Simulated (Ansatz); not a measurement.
A short molecular-dynamics run on `BCS`.

```yaml
crystal:
  periodic: [false, false, false]
  atoms:
    - {symbol: B, position_ang: [-0.646010, 0.537927, -0.606963]}
    - {symbol: C, position_ang: [0.544336, 0.194541, 0.321488]}
    - {symbol: S, position_ang: [0.642945, -1.456278, 1.059524]}
    - {symbol: H, position_ang: [-1.405084, -0.294976, -1.011307]}
    - {symbol: H, position_ang: [-0.778056, 1.673222, -0.964288]}
    - {symbol: H, position_ang: [0.617804, 0.936682, 1.123839]}
    - {symbol: H, position_ang: [1.437758, 0.376776, -0.298708]}
    - {symbol: H, position_ang: [-0.321494, -2.024992, 0.320717]}
basis:
  gaussian: {orbitals: def2-SVP}
hamiltonian: {xc: {name: PBE}, dispersion: d4}
md: {timestep: 1 fs, n_steps: 50, ensemble: nvt_nose_hoover, temperature: 300, initial_velocities: maxwell_boltzmann, seed: 555}
```

```sh
$ ansatz run in.yaml --threads 2 --pin off --events-out ev --progress --plain --max-ram 4352MiB
```

```tsv
step	time (fs)	potential energy (eV)	kinetic (eV)	T (K)	conserved (eV)
0	0.0	-12617.0076	0.2327	300	-12616.7750
1	1.0	-12617.0083	0.2333	301	-12616.7750
2	2.0	-12616.9853	0.2112	272	-12616.7740
3	3.0	-12616.9524	0.1791	231	-12616.7733
4	4.0	-12616.9211	0.1481	191	-12616.7729
5	5.0	-12616.8974	0.1247	161	-12616.7728
6	6.0	-12616.8837	0.1108	143	-12616.7730
7	7.0	-12616.8771	0.1040	134	-12616.7732
8	8.0	-12616.8748	0.1019	131	-12616.7730
9	9.0	-12616.8797	0.1070	138	-12616.7729
10	10.0	-12616.8929	0.1196	154	-12616.7736
11	11.0	-12616.9051	0.1316	170	-12616.7739
12	12.0	-12616.9123	0.1397	180	-12616.7731
13	13.0	-12616.9259	0.1540	199	-12616.7725
14	14.0	-12616.9536	0.1811	233	-12616.7733
15	15.0	-12616.9836	0.2099	271	-12616.7746
16	16.0	-12616.9967	0.2229	287	-12616.7750
17	17.0	-12616.9856	0.2125	274	-12616.7746
18	18.0	-12616.9572	0.1854	239	-12616.7734
19	19.0	-12616.9300	0.1599	206	-12616.7720
20	20.0	-12616.9253	0.1555	201	-12616.7719
21	21.0	-12616.9443	0.1726	223	-12616.7740
22	22.0	-12616.9560	0.1825	235	-12616.7761
23	23.0	-12616.9299	0.1573	203	-12616.7754
24	24.0	-12616.8762	0.1067	138	-12616.7725
25	25.0	-12616.8380	0.0705	91	-12616.7705
26	26.0	-12616.8436	0.0751	97	-12616.7717
27	27.0	-12616.8767	0.1057	136	-12616.7744
28	28.0	-12616.8967	0.1244	160	-12616.7759
29	29.0	-12616.8801	0.1090	141	-12616.7749
30	30.0	-12616.8426	0.0744	96	-12616.7722
31	31.0	-12616.8235	0.0569	73	-12616.7708
32	32.0	-12616.8433	0.0755	97	-12616.7721
33	33.0	-12616.8832	0.1136	146	-12616.7742
34	34.0	-12616.9116	0.1414	182	-12616.7751
35	35.0	-12616.9137	0.1446	186	-12616.7745
36	36.0	-12616.8998	0.1325	171	-12616.7730
37	37.0	-12616.8914	0.1252	161	-12616.7723
38	38.0	-12616.8997	0.1333	172	-12616.7729
39	39.0	-12616.9148	0.1475	190	-12616.7742
40	40.0	-12616.9184	0.1514	195	-12616.7744
41	41.0	-12616.9068	0.1412	182	-12616.7735
42	42.0	-12616.8926	0.1280	165	-12616.7729
43	43.0	-12616.8836	0.1192	154	-12616.7733
44	44.0	-12616.8757	0.1116	144	-12616.7734
45	45.0	-12616.8666	0.1032	133	-12616.7730
46	46.0	-12616.8612	0.0987	127	-12616.7726
47	47.0	-12616.8665	0.1046	135	-12616.7724
48	48.0	-12616.8854	0.1234	159	-12616.7730
49	49.0	-12616.9089	0.1462	189	-12616.7742
50	50.0	-12616.9186	0.1561	201	-12616.7747
```

Velocities are drawn at the set temperature; a run this short doesn't reach equilibrium.

Frames (Å, forces in eV/Å):

```xyz
8
time=0.0 fs
B    -0.646    0.538   -0.607    0.217    0.045    0.153
C     0.544    0.195    0.321   -0.388   -0.311   -0.091
S     0.643   -1.456    1.060    0.438   -0.251    0.544
H    -1.405   -0.295   -1.011   -0.317   -0.342   -0.181
H    -0.778    1.673   -0.964   -0.069    0.466   -0.162
H     0.618    0.937    1.124    0.062    0.438    0.373
H     1.438    0.377   -0.299    0.428    0.176   -0.340
H    -0.321   -2.025    0.321   -0.372   -0.221   -0.295
8
time=2.0 fs
B    -0.655    0.550   -0.604    0.166   -0.221   -0.331
C     0.550    0.179    0.320   -1.125    0.886    0.920
S     0.644   -1.454    1.060    0.375   -0.566    0.537
H    -1.367   -0.342   -1.069    0.014    0.303    0.128
H    -0.784    1.709   -0.983   -0.068   -0.158    0.129
H     0.618    0.945    1.160    0.058   -0.403   -0.601
H     1.417    0.375   -0.310    0.827    0.241   -0.551
H    -0.331   -2.052    0.345   -0.247   -0.083   -0.230
8
time=4.0 fs
B    -0.663    0.562   -0.602    0.273   -0.484   -0.738
C     0.552    0.167    0.322   -0.838    1.641    0.586
S     0.645   -1.452    1.061    0.068   -0.981    0.365
H    -1.329   -0.377   -1.121    0.184    0.785    0.389
H    -0.792    1.738   -0.998   -0.070   -0.590    0.355
H     0.620    0.940    1.175    0.111   -0.638   -0.888
H     1.425    0.381   -0.340    0.159    0.070   -0.060
H    -0.350   -2.083    0.360    0.113    0.196   -0.009
8
time=6.0 fs
B    -0.670    0.571   -0.603    0.627   -0.728   -0.802
C     0.552    0.159    0.325   -0.446    1.628   -0.551
S     0.646   -1.451    1.062   -0.147   -1.256    0.255
H    -1.284   -0.384   -1.160    0.082    0.840    0.436
H    -0.803    1.747   -0.999   -0.096   -0.573    0.418
H     0.626    0.912    1.158    0.204   -0.152   -0.342
H     1.439    0.390   -0.372   -0.586   -0.151    0.465
H    -0.364   -2.106    0.375    0.361    0.392    0.122
8
time=8.0 fs
B    -0.674    0.579   -0.607    1.113   -0.873   -0.445
C     0.550    0.157    0.326   -0.550    0.960   -1.613
S     0.647   -1.452    1.064   -0.090   -1.248    0.289
H    -1.237   -0.360   -1.182   -0.240    0.431    0.214
H    -0.817    1.734   -0.985   -0.145   -0.124    0.318
H     0.641    0.880    1.129    0.305    0.719    0.648
H     1.432    0.393   -0.388   -0.709   -0.246    0.526
H    -0.366   -2.114    0.394    0.315    0.381    0.064
8
time=10.0 fs
B    -0.675    0.583   -0.612    1.521   -0.777    0.166
C     0.546    0.158    0.323   -1.017    0.730   -1.244
S     0.648   -1.454    1.066    0.224   -0.962    0.432
H    -1.200   -0.320   -1.196   -0.633   -0.264   -0.200
H    -0.838    1.718   -0.958   -0.191    0.462    0.155
H     0.666    0.873    1.122    0.262    0.819    0.765
H     1.400    0.388   -0.385   -0.156   -0.178    0.077
H    -0.356   -2.109    0.416   -0.011    0.170   -0.150
8
time=12.0 fs
B    -0.671    0.584   -0.617    1.438   -0.480    0.459
C     0.539    0.161    0.316   -1.347    1.148    0.474
S     0.650   -1.457    1.069    0.546   -0.555    0.535
H    -1.185   -0.289   -1.218   -0.758   -0.639   -0.433
H    -0.865    1.717   -0.926   -0.165    0.627    0.095
H     0.702    0.895    1.142    0.000   -0.001   -0.192
H     1.362    0.376   -0.380    0.661   -0.019   -0.574
H    -0.346   -2.097    0.431   -0.374   -0.081   -0.365
8
time=14.0 fs
B    -0.661    0.584   -0.620    0.644   -0.211    0.054
C     0.527    0.168    0.310   -0.766    1.302    1.389
S     0.652   -1.461    1.072    0.494   -0.289    0.391
H    -1.199   -0.280   -1.255   -0.399   -0.287   -0.165
H    -0.898    1.740   -0.889   -0.017    0.177    0.156
H     0.737    0.917    1.156   -0.253   -0.560   -0.865
H     1.348    0.363   -0.395    0.692   -0.003   -0.610
H    -0.350   -2.087    0.433   -0.395   -0.129   -0.349
8
time=16.0 fs
B    -0.649    0.583   -0.623   -0.413    0.017   -0.591
C     0.514    0.179    0.308    0.512    0.817    0.888
S     0.654   -1.466    1.076    0.044   -0.220    0.012
H    -1.227   -0.283   -1.298    0.143    0.284    0.300
H    -0.932    1.768   -0.846    0.183   -0.410    0.185
H     0.763    0.920    1.138   -0.310   -0.421   -0.718
H     1.357    0.349   -0.431   -0.125   -0.110    0.012
H    -0.368   -2.082    0.422   -0.034    0.043   -0.089
8
time=18.0 fs
B    -0.639    0.582   -0.628   -1.173    0.206   -0.892
C     0.502    0.193    0.309    1.265   -0.369   -0.239
S     0.657   -1.471    1.079   -0.411   -0.147   -0.356
H    -1.251   -0.275   -1.330    0.494    0.542    0.545
H    -0.960    1.782   -0.797    0.313   -0.663    0.104
H     0.778    0.909    1.095   -0.091    0.355    0.177
H     1.363    0.331   -0.468   -0.735   -0.131    0.481
H    -0.388   -2.076    0.408    0.337    0.208    0.180
8
time=20.0 fs
B    -0.633    0.582   -0.636   -1.388    0.296   -0.635
C     0.494    0.205    0.310    1.247   -1.406   -0.859
S     0.659   -1.475    1.083   -0.556    0.069   -0.521
H    -1.256   -0.247   -1.342    0.514    0.369    0.424
H    -0.975    1.772   -0.744    0.305   -0.443   -0.060
H     0.789    0.911    1.058    0.146    0.974    0.905
H     1.342    0.309   -0.487   -0.687   -0.063    0.477
H    -0.395   -2.061    0.401    0.420    0.205    0.269
8
time=22.0 fs
B    -0.631    0.582   -0.646   -1.044    0.334    0.119
C     0.489    0.213    0.307    0.959   -1.160    0.119
S     0.660   -1.480    1.085   -0.333    0.430   -0.443
H    -1.243   -0.206   -1.339    0.192   -0.183   -0.059
H    -0.979    1.746   -0.693    0.159    0.148   -0.232
H     0.805    0.947    1.053   -0.073    0.381    0.361
H     1.297    0.284   -0.490   -0.016    0.035    0.003
H    -0.387   -2.040    0.403    0.156    0.017    0.133
8
time=24.0 fs
B    -0.633    0.584   -0.656   -0.456    0.391    0.967
C     0.488    0.218    0.306    0.524   -0.453    1.414
S     0.661   -1.484    1.088    0.074    0.824   -0.228
H    -1.222   -0.173   -1.339   -0.229   -0.776   -0.623
H    -0.978    1.725   -0.650   -0.018    0.700   -0.346
H     0.818    0.996    1.060   -0.392   -0.566   -0.483
H     1.251    0.260   -0.492    0.772    0.117   -0.582
H    -0.374   -2.018    0.410   -0.275   -0.238   -0.119
8
time=26.0 fs
B    -0.637    0.588   -0.662   -0.248    0.340    1.219
C     0.489    0.221    0.309    0.424   -0.277    1.266
S     0.663   -1.488    1.089    0.250    1.037   -0.129
H    -1.209   -0.167   -1.361   -0.240   -0.749   -0.645
H    -0.976    1.729   -0.621   -0.064    0.685   -0.410
H     0.817    1.026    1.051   -0.390   -0.863   -0.635
H     1.232    0.241   -0.515    0.728    0.170   -0.440
H    -0.370   -2.004    0.412   -0.460   -0.342   -0.224
8
time=28.0 fs
B    -0.642    0.592   -0.665   -0.446    0.153    0.802
C     0.491    0.223    0.315    0.498   -0.863   -0.260
S     0.664   -1.490    1.091   -0.022    0.977   -0.292
H    -1.205   -0.188   -1.406    0.146   -0.099   -0.060
H    -0.977    1.759   -0.607    0.022    0.131   -0.452
H     0.802    1.025    1.019   -0.046   -0.323   -0.008
H     1.240    0.228   -0.553    0.030    0.225    0.312
H    -0.383   -2.004    0.407   -0.183   -0.202   -0.042
8
time=30.0 fs
B    -0.649    0.597   -0.664   -0.525    0.004    0.320
C     0.494    0.222    0.321    0.227   -1.695   -1.745
S     0.665   -1.491    1.093   -0.435    0.807   -0.539
H    -1.195   -0.214   -1.453    0.428    0.493    0.516
H    -0.977    1.793   -0.611    0.107   -0.436   -0.445
H     0.785    1.012    0.988    0.379    0.560    0.861
H     1.249    0.224   -0.581   -0.426    0.254    0.805
H    -0.403   -2.010    0.401    0.244    0.013    0.227
8
time=32.0 fs
B    -0.657    0.602   -0.663   -0.292   -0.087    0.115
C     0.498    0.216    0.321   -0.053   -1.316   -1.627
S     0.666   -1.491    1.093   -0.614    0.685   -0.644
H    -1.169   -0.221   -1.482    0.403    0.666    0.717
H    -0.973    1.812   -0.631    0.107   -0.649   -0.370
H     0.781    1.018    0.987    0.339    0.373    0.759
H     1.244    0.229   -0.578   -0.327    0.214    0.709
H    -0.414   -2.017    0.402    0.437    0.113    0.341
8
time=34.0 fs
B    -0.666    0.607   -0.660    0.223   -0.152    0.259
C     0.503    0.205    0.316   -0.425   -0.034   -0.155
S     0.667   -1.490    1.093   -0.434    0.674   -0.533
H    -1.128   -0.205   -1.484    0.109    0.377    0.476
H    -0.965    1.807   -0.666    0.013   -0.420   -0.242
H     0.790    1.036    1.013   -0.037   -0.620   -0.077
H     1.227    0.243   -0.551    0.280    0.137    0.046
H    -0.409   -2.019    0.416    0.271    0.038    0.226
8
time=36.0 fs
B    -0.675    0.611   -0.657    0.919   -0.170    0.671
C     0.505    0.195    0.311   -0.913    0.694    0.993
S     0.666   -1.488    1.093   -0.006    0.750   -0.271
H    -1.084   -0.174   -1.469   -0.335   -0.271   -0.113
H    -0.957    1.787   -0.710   -0.130    0.121   -0.096
H     0.797    1.032    1.038   -0.250   -1.049   -0.507
H     1.221    0.261   -0.521    0.857    0.083   -0.632
H    -0.394   -2.021    0.439   -0.141   -0.158   -0.045
8
time=38.0 fs
B    -0.680    0.615   -0.652    1.427   -0.197    0.860
C     0.505    0.187    0.309   -0.796    0.584    0.591
S     0.666   -1.485    1.092    0.303    0.741   -0.071
H    -1.052   -0.154   -1.458   -0.640   -0.773   -0.543
H    -0.953    1.771   -0.757   -0.218    0.541    0.043
H     0.796    0.990    1.045   -0.172   -0.597   -0.215
H     1.246    0.283   -0.513    0.533   -0.003   -0.417
H    -0.384   -2.028    0.460   -0.436   -0.296   -0.248
8
time=40.0 fs
B    -0.680    0.618   -0.643    1.334   -0.324    0.250
C     0.503    0.180    0.308   -0.297   -0.063   -0.750
S     0.666   -1.482    1.091    0.150    0.469   -0.134
H    -1.043   -0.162   -1.466   -0.557   -0.563   -0.245
H    -0.958    1.774   -0.804   -0.155    0.397    0.201
H     0.788    0.926    1.045    0.121    0.420    0.589
H     1.289    0.305   -0.520   -0.318   -0.134    0.274
H    -0.390   -2.046    0.472   -0.277   -0.202   -0.185
8
time=42.0 fs
B    -0.676    0.620   -0.634    0.774   -0.392   -0.761
C     0.499    0.173    0.305    0.179   -0.201   -1.120
S     0.666   -1.478    1.089   -0.285    0.012   -0.353
H    -1.055   -0.190   -1.483   -0.257    0.040    0.420
H    -0.968    1.792   -0.842    0.019   -0.134    0.380
H     0.785    0.877    1.066    0.204    0.847    0.806
H     1.322    0.322   -0.517   -0.789   -0.217    0.597
H    -0.406   -2.072    0.478    0.154    0.045    0.032
8
time=44.0 fs
B    -0.669    0.620   -0.627    0.158   -0.354   -1.409
C     0.496    0.166    0.299    0.533    0.538    0.170
S     0.666   -1.474    1.088   -0.569   -0.388   -0.482
H    -1.078   -0.217   -1.484   -0.016    0.445    0.810
H    -0.978    1.805   -0.866    0.178   -0.526    0.498
H     0.789    0.857    1.115   -0.127    0.262   -0.125
H     1.326    0.331   -0.493   -0.599   -0.206    0.376
H    -0.416   -2.096    0.484    0.441    0.229    0.163
8
time=46.0 fs
B    -0.661    0.620   -0.625   -0.223   -0.350   -1.409
C     0.494    0.160    0.294    0.252    1.020    1.711
S     0.665   -1.470    1.085   -0.493   -0.574   -0.404
H    -1.101   -0.228   -1.455    0.054    0.462    0.745
H    -0.981    1.798   -0.872    0.237   -0.496    0.485
H     0.787    0.848    1.160   -0.391   -0.208   -0.950
H     1.308    0.332   -0.456    0.180   -0.088   -0.285
H    -0.410   -2.112    0.497    0.384    0.234    0.107
8
time=48.0 fs
B    -0.654    0.618   -0.628   -0.200   -0.421   -0.805
C     0.494    0.158    0.293   -0.270    0.898    2.157
S     0.664   -1.467    1.083   -0.096   -0.540   -0.133
H    -1.123   -0.222   -1.398   -0.091    0.090    0.274
H    -0.975    1.774   -0.859    0.176   -0.035    0.339
H     0.772    0.833    1.171   -0.352   -0.085   -0.941
H     1.298    0.330   -0.429    0.814    0.029   -0.781
H    -0.391   -2.119    0.513    0.020    0.064   -0.109
8
time=50.0 fs
B    -0.647    0.614   -0.634    0.128   -0.473    0.045
C     0.492    0.158    0.300   -0.126    0.350    0.790
S     0.662   -1.465    1.080    0.345   -0.421    0.188
H    -1.149   -0.214   -1.331   -0.379   -0.462   -0.343
H    -0.963    1.749   -0.834    0.060    0.566    0.132
H     0.744    0.815    1.148   -0.038    0.586   -0.077
H     1.315    0.329   -0.429    0.391   -0.017   -0.397
H    -0.370   -2.124    0.525   -0.381   -0.129   -0.337
```

Hardware: 2 threads of an Arm Neoverse V1 on a shared host. Wall time 43 s, peak host memory 0.34 GiB.
